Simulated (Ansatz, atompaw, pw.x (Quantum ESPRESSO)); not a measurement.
**Si (Z = 14) (diamond): variants of one PAW (atompaw) potential in the solid**

- Element: silicon (Si)
- Generator: atompaw 4.2.0.5
- Type: PAW
- Functional: PBE
- Relativity: scalar-relativistic
- Frozen core: [Ne]
- Valence charge: 4
- Reference configuration: 3s2 3p2
- Partial waves: 3s (bound): rc 2.75 bohr; 3s channel at 1.85 Ry: rc 1.45 bohr; 3p (bound): rc 2.75 bohr; 3p channel at 1.1 Ry: rc 2.75 bohr; 3d channel at 0.3 Ry: rc 2.75 bohr; 3d channel at 1.85 Ry: rc 2.30 bohr
- Local potential: vpsmatchnc scheme with l = 3 at 0 Ry, radius 1.95 bohr
- Core correction: smooth core density matched at 1.40 bohr
- Augmentation charge: sinc compensation charge, radius 2.00 bohr; PAW radius 2.75 bohr; waves and projectors: custom polynom vanderbiltortho

Crystal test: diamond Si in pw.x 7.5, no spin, 8³ k-points, Fermi–Dirac smearing 0.01 Ry, cutoffs set for each file from its atomic test. The reference is all-electron LAPW (Ansatz 0.2.0) with the same functional, mesh and smearing; V0 and B0 come from Birch–Murnaghan fits to the pressures at five volumes. Errors are pseudo minus all-electron; Δ is the rms difference of the E(V) curves that follow from these fits, minima aligned, over ±6 % about the mean V0. Mesh and smearing are coarse, so the numbers serve the comparison and aren't converged zero-temperature values; the lattice is a test structure that the element need not adopt.

All-electron: a0 = 5.469 Å (V0 = 20.45 Å³/atom), B0 = 88.5 GPa.

Base: The largest radius (2.75 bohr) exceeds half the bond length (2.24 bohr), so the spheres overlap, which is one possible source of error among others.

1 further variants are left out: they gave no file fit for a test, a broken result, the same result as the base, or pressures whose basis-set error rivals the error shown.

| change | cutoffs (Ry) | pw.x | a0 (Å) | a0 error (%) | B0 error (%) | Δ (meV/atom) | mean pressure error (GPa) |
| --- | --- | --- | --- | --- | --- | --- | --- |
| base | 40/400 | converged | 5.470 | +0.02 | +0.5 | 0.3 | +0.06 |
| wave 3p (bound): rc 2.75 bohr becomes 3p (bound): rc 1.84 bohr | 40/400 | converged | 5.470 | +0.00 | +0.6 | 0.1 | +0.01 |
| wave 3p (bound): rc 2.75 bohr becomes 3p (bound): rc 2.12 bohr | 40/400 | converged | 5.470 | +0.01 | +0.5 | 0.1 | +0.02 |
| wave 3p (bound): rc 2.75 bohr becomes 3p (bound): rc 2.30 bohr | 40/400 | converged | 5.470 | +0.01 | +0.5 | 0.1 | +0.02 |

**Question.** Give the row for: wave 3p (bound): rc 2.75 bohr becomes 3p (bound): rc 2.62 bohr.

**Answer.** pw.x: converged; mean pressure error (GPa): +0.03; a0 (Å): 5.470; a0 error (%): +0.01; B0 error (%): +0.5; Δ (meV/atom): 0.1.
